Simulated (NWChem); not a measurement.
**PBE0/def2-TZVP run of H2S (hydrogen sulfide)**

Wanted: a geometry optimisation of H2S (hydrogen sulfide). 

Program for the calculation: NWChem 7.3.0.

4 further runs of the same task are left out: 4 set aside as unsound or not needed.

## (1) The molecule

H2S: 3 atoms, total charge 0, spin state singlet. SMILES: `S`. The shape is that of a PBE0-D4/def2-TZVP optimisation. The run starts from this shape.

Bond lengths: S1–H2 1.341 Å, S1–H3 1.341 Å. Angles: H2–S1–H3 92.3°.

## (2) A geometry optimisation at PBE0/def2-TZVP

Input file sp.nw:

```
echo
start sp
title "H2S PBE0"
memory total 2200 mb

geometry units angstroms
S     0.495500   -0.280600    0.243900
H     0.097900    0.997700    0.162400
H    -0.593400   -0.717100   -0.406300
end

basis spherical bse
* library def2-TZVP
end

dft
xc pbe0
grid fine
convergence energy 1e-08
iterations 100
mulliken
print low
end

driver
tight
maxiter 40
end

task dft optimize
task dft frequencies
```

Command:

```sh
$ nwchem sp.nw > sp.out
```

**Question.** What will come out? Wanted: total energy at the end; lowest harmonic wavenumber; highest harmonic wavenumber; zero-point energy; ideal-gas entropy at 298.15 K.

Answer, from the run:

At PBE0/def2-TZVP:

```
                                                 quantity             value
                                  total energy at the end     -399.26120 Eh
                               lowest harmonic wavenumber         1209 cm⁻¹
                              highest harmonic wavenumber         2740 cm⁻¹
                                        zero-point energy       39.9 kJ/mol
ideal-gas entropy at 298.15 K (symmetry number 2 as used)  49.1 cal/(mol K)
```

What this shows: At the final geometry: Bond lengths: S1–H2 1.341 Å, S1–H3 1.341 Å. Angles: H2–S1–H3 92.3°. All 3 modes are real, so the shape is a minimum at this level. The optimisation took 4 steps and changed the energy by -0.000 eV.
